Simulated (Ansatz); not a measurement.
# Yttrium, hcp: convergence with the k-point mesh

Computed with Ansatz, r²SCAN, scalar-relativistic PAW, on the relaxed cell (a = 3.681 Å, c = 5.721 Å (c/a = 1.554); spin not included). Errors count from a run at 500 eV on a Γ-centred 16×16×9 mesh with Fermi-Dirac smearing of 0.1 eV, extrapolated to zero width. Fixed here: cutoff 500 eV, Fermi-Dirac width 0.1 eV. The SCF starts from atomic densities corrected by a trained network.

| k-mesh | E(σ→0) error (meV/atom) | P (GPa) | SCF iterations |
| --- | --- | --- | --- |
| 2×2×1 | -576.1 | -8.60 | 6 |
| 3×3×2 | 60.4 | -0.71 | 7 |
| 5×5×3 | 21.1 | 0.16 | 6 |
| 6×6×4 | -8.5 | -0.06 | 6 |
| 8×8×5 | 3.5 | 0.05 | 6 |
| 11×11×6 | -0.2 | -0.01 | 6 |
| 14×14×8 | 0.0 | 0.00 | 6 |

Problem. What does the run at 4×4×2 give (k-mesh)?

Solution. E(σ→0) error (meV/atom): 9.9; P (GPa): 0.70; SCF iterations: 6.

Within 5 meV/atom of the last row: from 8×8×5 on.
